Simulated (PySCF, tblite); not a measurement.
**H4MgNO+, a cluster model of a defect (magnesium hydroxide): infrared bands, NMR shifts and electronic excitations**

Aim: the infrared bands, NMR shifts and electronic excitations of `[NH3+][Mg][OH]`. It is drawn as: protonated amine.

Computed with tblite 0.8.0 and PySCF 2.14.0; each step states its level. No surroundings beyond the atoms listed, unless a continuum is named. Atoms count from 0, parts from 1.

## (1) The system as given

7 atoms, charge 1, multiplicity 1; geometry: distance geometry start.

## (2) Relaxing the cluster with GFN2-xTB

The job: settings as JSON, then the geometry in Å.

```
{"job": {"kind": "relax", "xc": "GFN2-xTB", "basis": "xTB"}, "charge": 1, "multiplicity": 1}
O     -1.525958    -0.866494     1.007350
Mg    -0.509779     0.138038    -0.072850
N      0.734755     1.063462    -0.999420
H     -1.329137    -1.820985     1.230586
H      0.578282     0.935308    -1.986158
H      1.670418     0.717695    -0.784759
H      0.689831     2.058661    -0.792340
```

Level: GFN2-xTB geometry optimisation, gas phase.

On the command line:

```bash
> OMP_NUM_THREADS=1 python cluster_run.py task.json out
```

This one command runs all jobs of the session in turn.

**Question.** The jobs that follow are: GFN2-xTB harmonic vibrations, gas phase; GIAO PBE0/pcSseg-1 NMR shielding, non-relativistic, gas phase; TDDFT B3LYP/def2-SVPD, vertical, gas phase, core orbitals frozen in the response; TDA wB97X-D/def2-SVP, vertical, gas phase, core orbitals frozen in the response. Predict: strongest single infrared mode (GFN2-xTB); 1H shifts against TMS (PBE0/pcSseg-1); 17O shifts against H2O (PBE0/pcSseg-1); 15N shifts against NH3 (PBE0/pcSseg-1); shieldings of Mg (PBE0/pcSseg-1); lowest singlet (B3LYP/def2-SVPD); brightest single state of those computed; lowest triplet; vertical ionisation energy (ΔSCF); vertical electron affinity (ΔSCF).

**Answer**, as computed:

| quantity | value |
| --- | --- |
| strongest single infrared mode (GFN2-xTB) | 618 cm⁻¹ |
| 1H shifts against TMS (PBE0/pcSseg-1) | 3.50, 2.68, 2.58, 1.24 ppm |
| 17O shifts against H2O (PBE0/pcSseg-1) | -1.3 ppm |
| 15N shifts against NH3 (PBE0/pcSseg-1) | 13.4 ppm |
| shieldings of Mg (PBE0/pcSseg-1) | Mg1 546.2 ppm |
| lowest singlet (B3LYP/def2-SVPD) | 3.47 eV (358 nm), f = 0.010 |
| brightest single state of those computed | state 6, 7.06 eV, f = 0.098 |
| lowest triplet | 3.29 eV |
| vertical ionisation energy (ΔSCF) | 15.51 eV |
| vertical electron affinity (ΔSCF) | 5.76 eV |
| range of the lowest singlet | 3.47 to 4.32 eV |

What this shows: No mode is imaginary at GFN2-xTB; the softest lies at 46 cm⁻¹. At PBE0/pcSseg-1: The widest tensor belongs to Mg1: span 202 ppm, with a paramagnetic part of -160 ppm. By nearest atom (PBE0/pcSseg-1), the HOMO sits on O0 87 %; H3 8 % and the LUMO on Mg1 77 %; O0 7 %. The first singlet state (HOMO→LUMO 1.00) lies at 3.47 eV and is weak; of the 6 states computed, the strongest absorption comes from state 6 at 7.06 eV (the last computed, so partners may be missing). The lowest triplet lies 0.18 eV below the lowest singlet (triplets in Tamm-Dancoff, singlets in full TDDFT). ΔSCF puts the ionisation energy at 15.51 eV, 3.20 eV above −ε(HOMO). The lowest singlet runs from 3.47 eV (B3LYP/def2-SVPD) to 4.32 eV (wB97X-D/def2-SVP), while the orbital gap spans 4.60 to 8.96 eV. The lowest state need not be the same one in every run. The runs solved for a few states only, so the brightest column depends on that window. Tight-binding geometries are rough for metal atoms; that holds for every run here that uses one unrelaxed.
